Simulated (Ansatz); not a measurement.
## CO2 (SMILES O=C=O): from total energies to a heat of formation

CO2 has 3 atoms, charge 0, and is taken as a singlet. As SMILES, `O=C=O`. The shape is that of a PBE0-D4/def2-TZVP optimisation.

```xyz
3

O     0.3716   -1.0919    0.0882
C     0.0001    0.0001    0.0001
O    -0.3718    1.0918   -0.0883
```

Total energies at r2SCAN/cc-pVTZ (Ansatz 0.2.0); the atoms run unrestricted:

| species | state | energy (Eh) |
| --- | --- | --- |
| CO2 | singlet | -188.571401 |
| O | triplet | -75.054619 |
| C | triplet | -37.832089 |

Harmonic wavenumbers at PBE0-D4/def2-TZVP, in cm⁻¹: 688, 688, 1394, 2454.

Measured heats of formation of the gaseous atoms at 298.15 K, in kJ/mol: O 249.2, C 716.9. Spin-orbit lowering of the atoms at 298 K (mean of the ground term's levels less their thermal mean, from spectra), in kJ/mol: O 0.40, C 0.02. Take 1 Eh = 2625.50 kJ/mol, 1 cm⁻¹ = 0.0119627 kJ/mol, RT = 2.479 kJ/mol.

Q: Work out the heat of formation of the gas at 298 K.

A: 
1. Electronic atomisation energy: 2 × (-75.054619) + (-37.832089) − (-188.571401) = 0.630074 Eh = 1654.3 kJ/mol.
2. Zero-point energy: half the sum of the wavenumbers, 2612 cm⁻¹ = 31.2 kJ/mol.
3. Thermal vibrational enthalpy, Σ hcν̃/(exp(hcν̃/kT) − 1): 0.6 kJ/mol. Translation, rotation and pV of a linear molecule: 3.5 RT = 8.7 kJ/mol.
4. The 3 free atoms carry 5/2 RT each: 18.6 kJ/mol.
5. Spin-orbit coupling lowers the free atoms by 2 × 0.40 + 0.02 = 0.8 kJ/mol.
6. Atomisation enthalpy at 298 K: 1654.3 − 0.8 − 31.2 − 0.6 − 8.7 + 18.6 = 1631.6 kJ/mol.
7. Sum of the atoms' heats of formation: 1215.3 kJ/mol. Heat of formation: 1215.3 − 1631.6 = -416.3 kJ/mol.

The tabulated value is -393.5 kJ/mol (Active Thermochemical Tables), so this level is off by -22.8 kJ/mol, or 1.4 % of the atomisation enthalpy that the table implies (1608.8 kJ/mol). Anharmonicity and any spin-orbit splitting of the molecule are left out.
